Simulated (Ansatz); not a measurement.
# LiMg− (triplet): the correlation ladder at distance Li1–Mg2 = 3.569 Å, aug-cc-pVTZ

One table from this session's results is given with a row withheld; the runs are named, their logs left out.

Method: aug-cc-pVTZ, core rule «outside noble gas», up to 6 orbitals frozen; program: Ansatz 0.2.0, Gaussian basis.

To be run: UHF; CCSD(T) on ROHF; CCSD(T) on UHF; BCCD(T) on ROHF; CCSDT(Q) on ROHF; CCSDT(Q) on UHF; Full CI.

38 further runs of the same task are left out: 21 for a known fault of the program, 10 that didn't finish, 7 set aside as unsound or not needed.

## What is computed

The geometry derives from a PBE0/def2-TZVPD stationary point (not a proven minimum). One bond is set to the value named and the two fragments are kept rigid.

2 atoms, charge -1, spin multiplicity 3.

Atoms are counted from 1 here; the program's logs count them from 0.

No contacts short enough for the rule that draws bonds.

Geometry (Å):

```
Li    0.0000    0.0000    0.0000
Mg    0.0000    0.0000    3.5690
```

Set-up of the first run:

File in.yaml:

```yaml
crystal:
  periodic: [false, false, false]
  atoms:
    - {symbol: Li, position_ang: [0.000000, 0.000000, 0.000000]}
    - {symbol: Mg, position_ang: [0.000000, 0.000000, 3.569000]}
basis:
  gaussian: {orbitals: aug-cc-pVTZ}
total_charge: -1
magnetization: {spin_polarized: true, initial_magnetization: 2}
hamiltonian: {xc: hf}
output: {orbitals: {seedname: orbitals}}
```

Started as:

```console
$ ansatz run in.yaml --threads 1 --pin off --events-out ev --progress --plain --max-ram 2393MiB
```

Steps of the session up to this table: UHF; CCSD(T) on ROHF; CCSD(T) on UHF; BCCD(T) on ROHF; CCSDT(Q) on ROHF; CCSDT(Q) on UHF; Full CI.

One of the session's tables, all rows but one given; the rest of the session is left out.

```
   method  from FCI (meV)
     ROHF         +1405.6
      UHF         +1300.3
     RMP2          +412.1
     UMP2          +441.6
    RCCSD           +75.7
    UCCSD           +67.5
 RCCSD(T)           +21.6
 UCCSD(T)           +21.5
  BCCD(T)           +21.8
   RCCSDT            +1.5
   UCCSDT            +1.1
RCCSDT(Q)            +0.4
UCCSDT(Q)               ?
      FCI               0
```

**Question.** Estimate the row for UCCSDT(Q).

As computed: from FCI (meV): +0.1. In the column «from FCI (meV)» it lies between FCI (0) and RCCSDT(Q) (+0.4).

Limits of these values: Levels on UHF freeze UHF's core orbitals, full CI those of ROHF, so the U rows can settle a little off it for that reason alone. Restricted and unrestricted rows rest on different reference determinants; where their highest levels disagree by more than a few hundredths of an eV, they describe different states and don't form one ladder.
